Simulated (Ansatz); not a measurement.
`CC1=C(O)CC1`, relaxed with RKS PBE-D4/def2-SVP in Ansatz 0.2.0 from a rough embedded geometry. The force threshold is 0.03 eV/Å; the program also tests the step.

Charge 0, multiplicity 1.

Start:

```xyz
14

C     1.274   -1.379    0.744
C     0.356   -0.292    0.196
C    -0.724   -0.290   -0.620
O    -1.479   -1.155   -1.175
C    -0.908    1.242   -0.489
C     0.334    1.189    0.412
H     2.054   -1.009    1.348
H     1.707   -1.938   -0.137
H     0.719   -2.188    1.316
H    -2.148   -0.757   -1.657
H    -1.798    1.563    0.034
H    -0.795    1.785   -1.386
H     0.187    1.504    1.401
H     1.221    1.726    0.013
```

| step | energy (eV) | largest force (eV/Å) | largest move (Å) |
| --- | --- | --- | --- |
| 1 | -7346.2894 | 4.376 | 0.000 |
| 2 | -7346.7764 | 2.024 | 0.058 |
| 3 | -7346.8550 | 0.467 | 0.040 |
| 4 | -7346.8597 | 0.096 | 0.018 |
| 5 | -7346.8607 | 0.030 | 0.041 |
| 6 | -7346.8616 | 0.089 | 0.068 |
| 7 | -7346.8621 | 0.224 | 0.083 |
| 8 | -7346.8666 | 0.170 | 0.040 |
| 9 | -7346.8829 | 0.180 | 0.200 |
| 10 | -7346.8877 | 0.315 | 0.145 |
| 11 | -7346.9063 | 0.028 | 0.167 |
| 12 (rejected) | -7346.8979 | 0.488 | 0.195 |
| 13 | -7346.9101 | 0.029 | 0.087 |
| 14 (rejected) | -7346.9099 | 0.184 | 0.098 |
| 15 | -7346.9113 | 0.035 | 0.048 |
| 16 (rejected) | -7346.9075 | 0.247 | 0.050 |
| 17 | -7346.9118 | 0.009 | 0.025 |

End:

```xyz
14

C     1.260   -1.407    0.702
C     0.361   -0.325    0.219
C    -0.685   -0.245   -0.646
O    -1.305   -1.175   -1.414
C    -0.928    1.235   -0.464
C     0.277    1.161    0.539
H     2.331   -1.161    0.525
H     1.042   -2.365    0.190
H     1.154   -1.576    1.797
H    -2.016   -0.733   -1.911
H    -1.901    1.520   -0.007
H    -0.755    1.874   -1.358
H     0.010    1.422    1.588
H     1.155    1.775    0.240
```

Run time 19 s (4 threads of an Arm Neoverse V2 on a shared host); peak host memory 0.16 GiB.
